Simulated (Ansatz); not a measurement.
Bulk modulus of some elemental metals

Method: r²SCAN+SOC in Ansatz (plane waves, PAW). References are measured values corrected to a static lattice. The table is a random draw of 6 from 13 solids with such references.

Values in GPa.

| solid | reference | r²SCAN+SOC | error (%) |
|---|---|---|---|
| hcp Hf | 110 | 110 | 0.0 |
| bcc W | 312 (300–328) | 319 | +2.2 |
| fcc Ir | 365 | 371 | +1.6 |
| hcp Re | 369 | 384 | +4.1 |
| fcc Pt | 289 | 268 | -7.3 |
| bcc Ba | 9.34 (9.34–10.6) | 8.41 | -10.0 |

Over these 6 solids the mean error is -1.5 %, the mean absolute error 4.2 % (median 3.2 %), and the worst case bcc Ba at -10.0 %; the value is too high in 3 of 6 cases. Over all 13, from unrounded values, the mean error is -4.7 % and the mean absolute error 6.2 % (median 5.2 %).

All these references are brought to a static lattice.

In Ansatz's fits of the non-cubic solids, shape and atoms are relaxed at each volume.

Brackets give the range of the sources taken for a reference, where it is wide; it can hold other temperatures.

Differences are worked out from the printed values.

Each level is taken at its own relaxed cell. Ansatz's density-functional and Hartree–Fock values are scalar-relativistic unless marked +SOC, with PAW data made under PBE.

Not in this set, of the elemental metals with a reference value in our tables and a result at some level: 22 for no value at r²SCAN+SOC (not run, a failed fit, an unstable or unbound cell, or a value held back for tests); 6 for sources at odds; 3 for a reference at room or unstated temperature. These can be a level's best or worst cases. Solids without a released value at any level aren't counted. Layered and molecular crystals are counted apart. The metals Ce to Yb are counted apart.

References as tabulated in doi:10.1021/acs.jctc.3c00612; Levämäki et al. (2014), arXiv:1402.3671.

Ansatz is an electronic-structure program.
